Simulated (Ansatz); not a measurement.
Cartesian coordinates (Å):
SMILES: C[S]
```xyz
5

C     -0.1306     0.0213     0.0217
S      1.6480    -0.0810    -0.0055
H     -0.4861    -0.5507    -0.8434
H     -0.5500    -0.4373     0.9180
H     -0.4812     1.0478    -0.0908
```
Charge 0, spin multiplicity 2.

All values below come from frozen-core CCSD(T)/cc-pVTZ // PBE0-D3(BJ)/def2-TZVP in Ansatz (a first-principles code).

The HF energy is -437.15209 Ha and the MP2 correlation energy is -0.32540 Ha.

### Question
Estimate the CCSD correlation energy, the (T) correction, the total energy and the T1 diagnostic.

### Answer

```
Item                             Value
-----------------------  -------------
CCSD correlation energy    -0.35961 Ha
(T) correction             -0.01395 Ha
CCSD(T) total energy     -437.52565 Ha
T1 diagnostic                    0.012
```
